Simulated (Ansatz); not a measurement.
# CH₃O+ (singlet): wave-function methods side by side, cc-pVDZ

One table from this session's results is given with a row withheld; the runs are named, their logs left out.

Method: cc-pVDZ, core rule «outside noble gas», up to 2 orbitals frozen; program: Ansatz 0.2.0, Gaussian basis.

Plan: UHF; CCSD(T) on RHF; CCSD(T) on UHF; BCCD(T) on RHF; CISD; CCSDT(Q) on RHF; CCSDT(Q) on UHF.

21 further runs of the same task are left out: 1 for a mislabelled method, 8 that didn't finish, 12 set aside as unsound or not needed.

## The system

The geometry is a PBE0/def2-TZVP stationary point (not a proven minimum) of the parent state, kept for this charge and spin.

5 atoms, charge 1, spin multiplicity 1.

Atoms are counted from 1 here; the program's logs count them from 0.

Bond lengths: O1–C2 1.356 Å, C2–H3 1.104 Å, C2–H4 1.098 Å, C2–H5 1.104 Å. Angles: O1–C2–H3 108.9°, O1–C2–H4 114.9°, O1–C2–H5 108.9°, H3–C2–H4 110.0°, H3–C2–H5 103.7°, H4–C2–H5 110.0°.

Set-up of the first run:

in.yaml reads:

```yaml
crystal:
  periodic: [false, false, false]
  atoms:
    - {symbol: O, position_ang: [0.000000, 0.001105, 0.695061]}
    - {symbol: C, position_ang: [0.000000, 0.009438, -0.660775]}
    - {symbol: H, position_ang: [0.868643, -0.569422, -1.021453]}
    - {symbol: H, position_ang: [0.000000, 1.008845, -1.116196]}
    - {symbol: H, position_ang: [-0.868643, -0.569422, -1.021453]}
basis:
  gaussian: {orbitals: cc-pVDZ}
total_charge: 1
magnetization: {spin_polarized: true, initial_magnetization: 0}
hamiltonian: {xc: hf}
output: {orbitals: {seedname: orbitals}}
```

Started as:

```bash
ansatz run in.yaml --threads 1 --pin off --events-out ev --progress --plain --max-ram 2393MiB
```

Among the steps run: UHF; CCSD(T) on RHF; CCSD(T) on UHF; BCCD(T) on RHF; CISD; CCSDT(Q) on RHF; CCSDT(Q) on UHF.

One of the session's tables, all rows but one given; the rest of the session is left out.

It belongs to the step «Misses and costs». 

| method | from RCCSDT(Q) (kJ/mol) |
| --- | --- |
| RHF | +940.6 |
| UHF | +754.4 |
| RMP2 | +171.1 |
| UMP2 | ? |
| CISD | +140.3 |
| RCCSD | +61.7 |
| UCCSD | -54.4 |
| RCCSD(T) | +20.9 |
| UCCSD(T) | -90.8 |
| BCCD(T) | +23.2 |
| RCCSDT | +8.3 |
| UCCSDT | -129.5 |
| RCCSDT(Q) | 0 |
| UCCSDT(Q) | -140.9 |

Estimate the missing values for UMP2.

**Answer.** from RCCSDT(Q) (kJ/mol): +70.8. In the column «from RCCSDT(Q) (kJ/mol)» it lies between RCCSD (+61.7) and CISD (+140.3).

The program flags UCCSD(T), UCCSDT(Q) as in doubt (see the logs), so those rows may rest on another solution; read them beside their warnings.

To keep in mind: The determinant is far from a pure spin state, so its energy mixes those of several spin states (harmless only where they are near-degenerate, as at dissociation). The program flags UCCSD(T), UCCSDT(Q) as in doubt, so those rows may rest on another solution; read them beside their warnings. Warnings: restricted reference is unstable; spin contamination; large T1 diagnostic. Restricted and unrestricted rows rest on different reference determinants; where their highest levels disagree by more than a few hundredths of an eV, they describe different states and don't form one ladder.
